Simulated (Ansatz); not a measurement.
Basis-set extrapolation for C$_{5}$H$_{7}$F, SMILES `FC1C=CCC1` (PBE0-D4/def2-TZVP geometry, frozen core, Ansatz). Multiplicity 1, RHF reference.

|  | def2-TZVPP | def2-QZVPP |
| --- | --- | --- |
| HF | -292.949092 | -292.961903 |
| MP2 correlation | -1.067300 | -1.143551 |
| CCSD(T) correlation | -1.152320 | not run |

Energies in hartree. Use E(X) = E(∞) + A·exp(−7.88·√X) for Hartree–Fock and E(X) = E(∞) + B·X^(−2.97) for correlation, with X = 3 and 4, and add CCSD(T) minus MP2 of the smaller set to the MP2 limit.

Problem. What is the CCSD(T) energy at the basis-set limit?

Solution. HF limit: -292.961903 + (-0.012811) × 0.13774 = -292.96367. MP2 limit: -1.143551 + (-0.076251) × 0.74074 = -1.20003. Higher-order term: -1.152320 − (-1.067300) = -0.08502. Total: -294.24872 hartree, 386.8 kJ/mol below CCSD(T)/def2-TZVPP.
